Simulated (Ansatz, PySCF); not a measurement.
System: C3H5, net charge 0, doublet state. It need not be the lowest isomer of its formula. SMILES: C=[C]C
Geometry: optimised at B3LYP-D3(BJ)/def2-TZVP (Ansatz, a program for electronic structure).

Property: atomisation energy (electronic, to ground-state atoms), in kJ/mol. Cores are frozen in the correlated levels unless marked. UHF or UKS for open shells. Spin-orbit coupling is left out. Non-relativistic. The coupled-cluster limit lacks core correlation, which all-electron functionals hold. Basis-set limits of correlation are two-point, X^-3; Hartree-Fock from the larger set. The bracket is a focal-point correction in the basis named.

```csv
level,program,atomisation energy (kJ/mol)
HF/aug-cc-pVDZ,Ansatz,2330.9
PBE/def2-TZVPD,Ansatz,3196.4
PBE-D3(BJ)/def2-TZVPD,Ansatz + dftd3,3206.9
BP86/def2-TZVPD,PySCF,3223.8
```

Q: Predict the RI-MP2/CBS(cc-pVTZ,cc-pVQZ)+[CCSD(T)-MP2]/cc-pVTZ result (Ansatz).

A: 3112.0 kJ/mol, so BP86/def2-TZVPD differs from it by 111.8 kJ/mol.
